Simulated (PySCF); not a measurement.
Gas-phase reaction: 4 CH₃SiH₂ = 3 SiH₂ + C₄H₁₀ (n-butane) + SiH₄

Energies from PySCF, thermal terms from the rigid-rotor harmonic-oscillator model, ideal gas at 1 bar. † marks an energy on the PBE0/def2-TZVP geometry and frequencies; other levels use their own. MP2 freezes the core. 6-31G* has spherical d functions here. Open shells (unrestricted): CH₃SiH₂ (multiplicity 2); the rest are closed-shell singlets. CH₃SiH₂: computed as isolated molecules; such fragments, hydroxides, amides, oligomers or adducts are transient or little studied in the gas. MP2 isn't extrapolated to the basis-set limit.

```
level           ΔH°(298 K), kJ
--------------  --------------
HF/6-31G*                  207
MP2/def2-SVP†              161
PBE/def2-SVP               180
PBE0/def2-SVP†      (withheld)
PBE0/def2-TZVP      (withheld)
LDA/def2-TZVP†      (withheld)
```

Task: Some entries are withheld; supply them.

Result: 
- PBE0/def2-SVP†, ΔH°(298 K), kJ: 194
- PBE0/def2-TZVP, ΔH°(298 K), kJ: 214
- LDA/def2-TZVP†, ΔH°(298 K), kJ: 196
